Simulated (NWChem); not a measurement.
Correlation energy of CH (+1)

```xyz
2

C      0.0000     0.0000     0.1639
H      0.0000     0.0000    -0.9833
```
Charge +1, spin multiplicity 1.

The numbers come from NWChem runs, not from measurements. The geometry was optimised at PBE0/def2-SVP, a minimum by its harmonic frequencies.

Basis set: def2-QZVP. Each correlation energy counts from its own Hartree-Fock reference.

The correlated methods keep 1 core orbital frozen. The structure started from a generated list of species. No row is a measurement; the coupled-cluster row has its own basis-set and correlation limits.

| method | correlation energy (mHa) |
|---|---|
| MP2 | [?] |
| SCS-MP2 | [?] |
| CR-CCSD[T] | -120.4 |
| CR-CCSD(T) | -120.4 |
| CCSD | [?] |
| CCSD+T(CCSD) | -120.7 |
| CCSD(T) | -120.6 |

### Question
Some entries are withheld; supply them.

### Answer

- MP2, correlation energy (mHa): -90.4
- SCS-MP2, correlation energy (mHa): -103.0
- CCSD, correlation energy (mHa): -118.3
